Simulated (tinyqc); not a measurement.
Geometry optimisation on the UHF/sto-3g surface (energies and gradients from PySCF), for BH2, spin multiplicity 2, step by step. One step of it, computed by the program tinyqc.

Task: Step 2: move. Quasi-Newton step p = -H^(-1) g (the inverse Hessian comes from BFGS updates; coordinates in the order x, y, z of each atom); steps longer than 0.5 bohr are cut back.

positions after step 1 (bohr):
```
            x          y          z
1B  -0.000526   0.240641  -0.021463
2H   0.009215   1.885448   1.100160
3H   0.006428  -2.059948   1.168188
```

gradient (hartree/bohr):
```
              x            y            z
1B   0.00016208   0.16641921   0.00309695
2H  -0.00044684  -0.08351482  -0.05054609
3H   0.00028476  -0.08290439   0.04744914
```

inverse Hessian in use (bohr^2/hartree):
```
           1          2          3          4          5          6          7          8
1   3.333341  -0.001036   0.001210  -0.000003  -0.000602  -0.000383  -0.000005   0.001637
2  -0.001036   2.021720   0.008010   0.003360   0.628632   0.379980  -0.002324   0.682981
3   0.001210   0.008010   3.494609  -0.000826  -0.151041  -0.093852  -0.000384   0.143032
4  -0.000003   0.003360  -0.000826   3.333329  -0.000875  -0.000516   0.000008  -0.002485
5  -0.000602   0.628632  -0.151041  -0.000875   3.166358  -0.098599   0.001477  -0.461657
6  -0.000383   0.379980  -0.093852  -0.000516  -0.098599   3.275184   0.000899  -0.281381
7  -0.000005  -0.002324  -0.000384   0.000008   0.001477   0.000899   3.333330   0.000847
8   0.001637   0.682981   0.143032  -0.002485  -0.461657  -0.281381   0.000847   3.112009
9  -0.000827  -0.387990  -0.067424   0.001342   0.249640   0.152001  -0.000515   0.138350

           9
1  -0.000827
2  -0.387990
3  -0.067424
4   0.001342
5   0.249640
6   0.152001
7  -0.000515
8   0.138350
9   3.248756
```

Give: positions after step 2.

Result:

positions after step 2 (bohr):
```
          x        y        z
1B  -0.0008   0.0509  -0.0359
2H   0.0098   1.9906   1.1640
3H   0.0061  -1.9754   1.1188
```
